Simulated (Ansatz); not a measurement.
**Cu: one input, then a changed one**

The cell was built from the fcc type and relaxed in the same program; it needn't be a known or the stable phase. The listed cell was then made from it by scaling, straining or moving an atom.

First run: DFT, PBE, all-electron LAPW, scalar-relativistic (Ansatz 0.2.0).

Command: `ansatz run input.yaml --threads 1 --pin off --max-ram 2048MiB --backend cpu --events-out ev --progress --plain --runs-dir out` The run took 16 s on 1 thread of AMD EPYC 7R43 64-Core Processor (Zen 3), on a shared host, peak memory 0.44 GiB.

```yaml
crystal:
  lattice:
    - [0.0, 1.8387671158, 1.8387671158]
    - [1.8387671158, 0.0, 1.8387671158]
    - [1.8387671158, 1.8387671158, 0.0]
  atoms:
    - { symbol: Cu, position: [0.0, 0.0, 0.0] }
kpoints:
  mp_grid: { grid: [20, 20, 20] }
scf:
  occupations: { method: fermi_dirac, width: 0.03 }
hamiltonian:
  xc: pbe
  pseudopotentials: { kind: all_electron, lapw: { basis_error: 0.0005 } }
output:
  forces: true
  stress: true
  eigenvalues: true
```

Result: converged; pressure -5.02 GPa; 7 SCF iterations.

The input is then changed:

```diff
@@ -7,5 +7,5 @@
     - { symbol: Cu, position: [0.0, 0.0, 0.0] }
 kpoints:
-  mp_grid: { grid: [20, 20, 20] }
+  mp_grid: { grid: [10, 10, 10] }
 scf:
   occupations: { method: fermi_dirac, width: 0.03 }
@@ -17,3 +17,5 @@
   stress: true
   eigenvalues: true
+basis:
+  xc_grid: 3
```

(1) Predict the outcome of the changed run.

Answers

(1) It converged; energy at zero smearing +14.7 meV/atom from the first run; pressure -4.83 GPa; 7 SCF iterations. Some of these settings are too coarse for converged properties.
